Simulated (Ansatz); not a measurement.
`NC1(N)CC1` + H₂ → `NC1CC1` + NH₃ at 298.15 K and 1 bar (hydrogenolysis of a C–N bond).

Program: Ansatz. Geometries: PBE0-D4/def2-TZVP. ΔE: electronic, gas phase. CCSD(T)/CBS is the MP2 limit (def2-TZVPP, def2-QZVPP) plus CCSD(T) − MP2 in def2-TZVPP, frozen cores. This one scheme is used for every species. Each species was taken in one conformer, which may not be the lowest.

```csv
species,CCSD(T)/CBS energy (Eh),H − E (kJ/mol),S (J/(mol·K))
`NC1(N)CC1`,-228.33956,321.8,305.6
H₂,-1.17544,35.1,130.4
`NC1CC1`,-173.03488,274.4,278.8
NH₃,-56.50880,100.5,192.4
```

H − E and S are ideal-gas, rigid-rotor, harmonic terms from PBE0-D4/def2-TZVP, for one conformer and one mirror image of each species. For small species the MP2-based limit differs from directly extrapolated CCSD(T) by up to some mEh (0.8 for H₂); such offsets cancel only in part. 1 Eh = 2625.50 kJ/mol, R = 8.31446 J/(mol·K).

Question: By hand: ΔE, ΔH, ΔS and ΔG.

Answer: ΔE = (-173.03488) + (-56.50880) − (-228.33956) − (-1.17544) = -0.02868 Eh = -75.3 kJ/mol. Δ(H − E) = 274.4 + 100.5 − 321.8 − 35.1 = 18.0, so ΔH = -57.3 kJ/mol. ΔS = 278.8 + 192.4 − 305.6 − 130.4 = 35.2 J/(mol·K). ΔG = -57.3 − 298.15 × (35.2)/1000 = -67.8 kJ/mol.

Question: By hand: the equilibrium constant, and the temperature at which ΔG would vanish if ΔH and ΔS stayed fixed.

Answer: log₁₀ K = −ΔG/(RT ln 10) = 11.9. ΔH and −TΔS have one sign here, so there is no such temperature.

ΔH outweighs TΔS. A doubt of 5 kJ/mol in ΔE shifts log₁₀ K by 0.9 here. Other conformers and mirror images would add mixing entropy, several J/(mol·K) or more a flexible species. These are equilibria of isolated gas molecules and say nothing of rates. Largest T1 diagnostic: 0.009 (customary marks: 0.02 for closed shells, 0.045 for open ones).
